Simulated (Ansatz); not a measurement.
Relaxation of H5OSSi (8 atoms, charge 1, multiplicity 1), to a largest force component of 0.015 eV/Å in at most 40 steps.

Method: Ansatz 0.2.0, RKS PBE-D4/def2-SVPD.

```xyz
8
Properties=species:S:1:pos:R:3:forces:R:3
Si -0.800 1.053 -0.565 0.02 -0.11 -0.20
O 0.137 -0.100 0.369 -0.24 0.69 0.78
S 0.899 -1.442 0.175 0.63 -1.03 -0.07
H -1.905 0.259 -1.084 -0.62 -0.20 -0.27
H 0.138 1.508 -1.583 0.32 0.38 -0.50
H -1.042 1.909 0.582 -0.33 0.67 0.33
H 2.093 -1.101 0.782 0.18 -0.15 -0.06
H 0.481 -2.086 1.324 0.03 -0.24 -0.01
```

Task: Where does it end, and by what steps?

Result: The forces met the threshold. Limits of this set-up: the dipole of an ion depends on the origin. After 5 steps the energy has fallen by 0.205 eV; H6 moved furthest, 0.29 Å.

```json
{"step": "0", "energy less start (eV)": "0.0000", "largest force component (eV/Å)": "1.035", "accepted": "yes"}
{"step": "1", "energy less start (eV)": "-0.1258", "largest force component (eV/Å)": "0.660", "accepted": "yes"}
{"step": "2", "energy less start (eV)": "-0.1545", "largest force component (eV/Å)": "0.522", "accepted": "yes"}
{"step": "3", "energy less start (eV)": "-0.1963", "largest force component (eV/Å)": "0.301", "accepted": "yes"}
{"step": "4", "energy less start (eV)": "-0.2045", "largest force component (eV/Å)": "0.058", "accepted": "yes"}
{"step": "5", "energy less start (eV)": "-0.2049", "largest force component (eV/Å)": "0.008", "accepted": "yes"}
```

```xyz
8
Properties=species:S:1:pos:R:3
Si -0.784 1.048 -0.523
O 0.169 0.000 0.613
S 0.868 -1.380 0.168
H -1.871 0.166 -1.041
H 0.192 1.468 -1.570
H -1.202 2.102 0.438
H 2.136 -1.204 0.696
H 0.492 -2.200 1.220
```

Whether the end is a true minimum wasn't checked by a vibrational analysis.

Time of the run: 12 s on 2 threads of Arm Neoverse V1 (shared host), peak memory 0.14 GiB.
